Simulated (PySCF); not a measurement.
Species: C5H8N (doublet state).
Cartesian coordinates in Å at the GFN2-xTB level; atoms count from 1:
```
atom  x, y, z in Å
C1     2.9265   -0.3377    0.3266
N2     1.8231    0.1201   -0.1653
C3     0.6102   -0.2874    0.0832
C4    -0.5272    0.5324   -0.2976
C5    -1.7807   -0.1237   -0.8412
C6    -1.8005    0.4775    0.5197
H7     3.8487   -0.0287   -0.1342
H8     2.9761   -0.9725    1.2084
H9     0.4091   -1.2677    0.5215
H10   -0.2495    1.4895   -0.7192
H11   -1.7824   -1.1996   -0.9258
H12   -2.2984    0.3819   -1.6411
H13   -2.3358    1.4018    0.6717
H14   -1.8199   -0.1863    1.3710
```

The hyperfine couplings belong to this conformer and change with its torsions.

Identity: `C=N[CH]C1CC1` [radical].

The calculation used UKS B3LYP, pcH-1 on C H N, non-relativistic, mean-field spin-orbit, GIAO in PySCF. The structure is a single GFN2-xTB conformer in the gas phase; no vibrational or solvent corrections. The geometry wasn't refined by DFT: couplings that depend on bond lengths, twists or pyramidal angles can differ widely from those at the functional's own minimum. The frame is twisted about the N2–C3 bond at this geometry (dihedral C1–N2–C3–H9 = -19°); couplings at other torsion angles weren't computed. Stability of the SCF solution: not tested.

Mulliken spin populations: C1 +0.609, N2 -0.128, C3 +0.542, C4 -0.055, C5 +0.057, C6 +0.036, H7 -0.030, H8 -0.020, H9 -0.015, H10 +0.001, H11 -0.002, H12 +0.002, H13 +0.003, H14 0.000. Main spin sites, with 60 % or more of the largest population: C1, C3; positions count bonds from the nearest.

Question: Give the computed dipolar 1H tensors of H10, H11, H12, H13, H14.

Answer: 
```json
{"atom": "H10", "position": "2 bonds from C3", "distance from C1 (Å)": "3.81", "T1 (MHz)": "-3.05", "T2": "-1.50", "T3": "4.56"}
{"atom": "H11", "position": "3 bonds from C3", "distance from C1 (Å)": "4.95", "T1 (MHz)": "-4.01", "T2": "-0.50", "T3": "4.51"}
{"atom": "H12", "position": "3 bonds from C3", "distance from C1 (Å)": "5.63", "T1 (MHz)": "-3.35", "T2": "-1.00", "T3": "4.34"}
{"atom": "H13", "position": "3 bonds from C3", "distance from C1 (Å)": "5.55", "T1 (MHz)": "-2.51", "T2": "-1.06", "T3": "3.57"}
{"atom": "H14", "position": "3 bonds from C3", "distance from C1 (Å)": "4.86", "T1 (MHz)": "-3.38", "T2": "-0.81", "T3": "4.20"}
```

Question: Estimate them with point dipoles: put each population ρk at its nucleus, leave out the nucleus itself and the atom bound to it, and sum T = Σ [ρk/(2S)]·C·(3 n nᵀ − 1)/r³ with C = μ0 gₑ μB g_N μN/(4π h) = 79.06 MHz Å³.

Answer: 
```
atom  T1 (MHz)     T2    T3  T3, computed  difference in T3 (%)
 H10     -5.07  -3.39  8.46          4.56                   +86
 H11     -2.25  -1.60  3.85          4.51                   -15
 H12     -1.14  -0.59  1.73          4.34                   -60
 H13     -1.28  -0.55  1.83          3.57                   -49
 H14     -2.39  -1.41  3.79          4.20                   -10
```

In T3 the estimate is closest for H14 (-10 %, 4.86 Å from C1) and worst for H10 (+86 %, 3.81 Å).
